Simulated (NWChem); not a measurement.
System: Cl cation, triplet

Input file for NWChem:

```
start job
memory heap 200 mb stack 700 mb global 900 mb
charge 1
geometry units angstroms noautoz
  Cl     0.000000     0.000000     0.000000
end
basis spherical
  * library 6-31g*
end
dft
  odft
  mult 3
  xc pbe0
  iterations 150
  mulliken
end
task dft energy
```

The open p shell is one determinant without spherical averaging. No stability test was run on the SCF state.

Task: What results follow from this input? (PBE0/6-31G* (spherical d), spin-unrestricted.) Quantities: basis functions; energy (Ha); highest occupied level (eV); lowest empty minus highest occupied level, either spin (eV); <S²>.

Result: The number of basis functions is 18 and the energy (Ha) is -459.49. The highest occupied level (eV) is -19.85 and the lowest empty minus highest occupied level, either spin (eV) is 3.51. The <S²> is 2.00.
